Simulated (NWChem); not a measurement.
System: H, doublet

Computed with NWChem. Spin-unrestricted. No stability test was run on the SCF state.

Order these by “lowest empty minus highest occupied level, either spin (eV)”, lowest first: PBE0/def2-TZVPP; PBE0/pcseg-2; PBE0/aug-pcseg-1; PBE0/3-21G.

PBE0/aug-pcseg-1 (8.45), PBE0/pcseg-2 (8.62), PBE0/def2-TZVPP (8.79), PBE0/3-21G (9.43)
